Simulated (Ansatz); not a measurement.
# BCl3: the cost of one run

Program: Ansatz 0.2.0, Gaussian basis. Level of theory: the settings change from run to run. These are calculated values, not measurements.

## 1. The molecule

The geometry comes from an earlier relaxation with PBE0-D4 in a triple-zeta def2 set; it is a stationary point.

SMILES `ClB(Cl)Cl`, 4 atoms, charge 0, spin multiplicity 1.

Atoms are counted from 1 here; the program's logs count them from 0.

Bond lengths: Cl1–B2 1.737 Å, B2–Cl3 1.737 Å, B2–Cl4 1.737 Å. Angles: Cl1–B2–Cl3 120.0°, Cl1–B2–Cl4 120.0°, Cl3–B2–Cl4 120.0°.

## 2. B97M-V/def2-SVP

This run has unrestricted orbitals, the search for lower states set to full.

File in.yaml:

```yaml
crystal:
  periodic: [false, false, false]
  atoms:
    - {symbol: Cl, position_ang: [-0.243962, 0.501441, 1.633334]}
    - {symbol: B, position_ang: [0.014070, -0.014994, -0.005090]}
    - {symbol: Cl, position_ang: [0.956455, -1.437920, -0.329226]}
    - {symbol: Cl, position_ang: [-0.671065, 0.891174, -1.319316]}
basis:
  gaussian: {orbitals: def2-SVP}
magnetization: {spin_polarized: true, initial_magnetization: 0}
hamiltonian: {xc: {name: B97M-V}}
scf: {lower_state_search: full}
output: {forces: true}
```

Command:

```bash
$ ansatz run in.yaml --threads 4 --pin off --events-out ev --progress --plain --max-ram 10444MiB
```

Q: Estimate wall time and peak memory on 4 threads of Arm Neoverse V1, shared host.

About 3.6 s, with a peak of 0.32 GiB.
